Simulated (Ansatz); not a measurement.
One geometry of CH₆Al₂, SMILES `[AlH2][CH2][AlH2]`, several functionals.

```yaml
crystal:
  periodic: [false, false, false]
  atoms:
    - {symbol: Al, position_ang: [-0.769195, 0.897389, -1.195757]}
    - {symbol: C, position_ang: [0.680357, 0.065788, -0.218086]}
    - {symbol: Al, position_ang: [0.253295, -0.964198, 1.364734]}
    - {symbol: H, position_ang: [-1.506839, 0.101083, -2.355834]}
    - {symbol: H, position_ang: [-1.244270, 2.365856, -0.819099]}
    - {symbol: H, position_ang: [1.190453, -0.611957, -0.914454]}
    - {symbol: H, position_ang: [1.359807, 0.868964, 0.094442]}
    - {symbol: H, position_ang: [-0.065103, -2.515883, 1.242829]}
    - {symbol: H, position_ang: [0.189995, -0.253340, 2.784124]}
basis:
  gaussian: {orbitals: def2-TZVPP}
hamiltonian: {xc: r2scan, dispersion: d4}
output: {forces: true, orbitals: {seedname: orbitals}}
```

```sh
$ ansatz run in.yaml --threads 2 --pin off --events-out ev --progress --plain --max-ram 4352MiB
```

It prints (some lines left out):

```
Functional definition: r2SCAN
1072 factors; their error is unknown
mean field evaluation 1: about -14316.7661 eV, gradient 6.4e1 eV
mean field evaluation 2: about -14296.8013 eV, gradient 9.1e1 eV
mean field evaluation 4: about -14326.5465 eV, gradient 2.9e0 eV
mean field evaluation 8: about -14326.5760 eV, gradient 3.7e-2 eV
mean field evaluation 16: about -14326.5630 eV, gradient 1.3e-5 eV
mean field -14326.56298278 eV, -526.4914787241 hartree, gradient 1.4e-5 eV, S^2 0.000000; 0 other end points of the search recorded, 0 dependent functions left out
reference -14326.56299922 eV, -526.4914793283 hartree; 19, 19 occupied and 180, 180 virtual orbitals, 1072 factors
Total energy: -14326.59916421 eV, -526.4928083670 hartree
Atom 0 at    -0.769195     0.897389    -1.195757 Å, force    -0.016579     0.017516    -0.022863 eV/Å
Atom 1 at     0.680357     0.065788    -0.218086 Å, force    -0.010646    -0.001102     0.003308 eV/Å
Atom 2 at     0.253295    -0.964198     1.364734 Å, force     0.003415    -0.019040     0.027098 eV/Å
Atom 3 at    -1.506839     0.101083    -2.355834 Å, force     0.015846     0.012207     0.026640 eV/Å
Atom 4 at    -1.244270     2.365856    -0.819099 Å, force     0.010600    -0.031476    -0.002792 eV/Å
Atom 5 at     1.190453    -0.611957    -0.914454 Å, force    -0.001787     0.010944     0.008804 eV/Å
Atom 6 at     1.359807     0.868964     0.094442 Å, force    -0.004347    -0.011530    -0.006774 eV/Å
Atom 7 at    -0.065103    -2.515883     1.242829 Å, force     0.004115     0.033001    -0.001817 eV/Å
Atom 8 at     0.189995    -0.253340     2.784124 Å, force    -0.000617    -0.010520    -0.031605 eV/Å
Dipole moment:     0.226969     0.023987    -0.073198 e Å
```

Run time 4.4 s (2 threads of an Arm Neoverse V2 on a shared host); peak host memory 0.23 GiB.

With the line `hamiltonian: {xc: {name: B3LYP}, dispersion: d4}` (abridged; 3.5 s):

```
Functional definition: B3LYP
mean field -14330.41378682 eV, -526.6329931625 hartree, gradient 3.8e-5 eV, S^2 0.000000
Total energy: -14330.66062506 eV, -526.6420643003 hartree
Atom 0 force    -0.106330     0.075886    -0.093466 eV/Å
Atom 1 force     0.079268     0.008335    -0.025739 eV/Å
Atom 2 force    -0.015892    -0.088900     0.132896 eV/Å
Atom 3 force     0.040227     0.050138     0.072373 eV/Å
Atom 4 force     0.023698    -0.090946    -0.023178 eV/Å
Atom 5 force    -0.011467     0.052914     0.043140 eV/Å
Atom 6 force    -0.023998    -0.056579    -0.031634 eV/Å
Atom 7 force     0.015112     0.094995     0.010845 eV/Å
Atom 8 force    -0.000618    -0.045842    -0.085238 eV/Å
Dipole moment:     0.215903     0.022819    -0.069627 e Å
```

The same input with `hamiltonian: {xc: {name: PBE-QIDH}}` and no forces (abridged; 4.2 s):

```
Functional definition: PBE-QIDH
mean field evaluation 16: about -14312.5787 eV, gradient 4.1e-5 eV
mean field -14312.57872715 eV, -525.9775668083 hartree, gradient 1.9e-6 eV, S^2 0.000000
11 core orbitals not correlated: weight in the atoms' cores, before any rotation towards them, 1.000 or more for the frozen orbitals, at most 0.000 for the correlated occupied ones
second order -10.64742557 eV of doubles, -0.00000000 eV of singles
Total energy: -14316.12788561 eV, -526.1079959760 hartree
```

With the line `hamiltonian: {xc: {name: LC-wPBE}}` and no forces (abridged; 2.2 s):

```
Functional definition: LC-wPBE
mean field evaluation 16: about -14323.6960 eV, gradient 3.5e-5 eV
mean field -14323.69604308 eV, -526.3861206333 hartree, gradient 3.5e-5 eV, S^2 0.000000
Total energy: -14323.69604309 eV, -526.3861206337 hartree
```

The same input with `hamiltonian: {xc: {name: BLYP}, dispersion: d4}` and no forces (abridged; 1.9 s):

```
Functional definition: BLYP
mean field evaluation 16: about -14328.1862 eV, gradient 2.3e-5 eV
mean field -14328.18615527 eV, -526.5511292126 hartree, gradient 2.3e-5 eV, S^2 0.000000
Total energy: -14328.51410045 eV, -526.5631809760 hartree
```

With the line `hamiltonian: {xc: {name: BHLYP}, dispersion: d4}` and no forces (abridged; 2.4 s):

```
Functional definition: BHLYP
mean field -14328.25910608 eV, -526.5538101057 hartree, gradient 2.0e-5 eV, S^2 0.000000
Total energy: -14328.46642231 eV, -526.5614288365 hartree
```

B3LYP takes the VWN-RPA correlation (the form of Gaussian; ORCA's B3LYP/G).
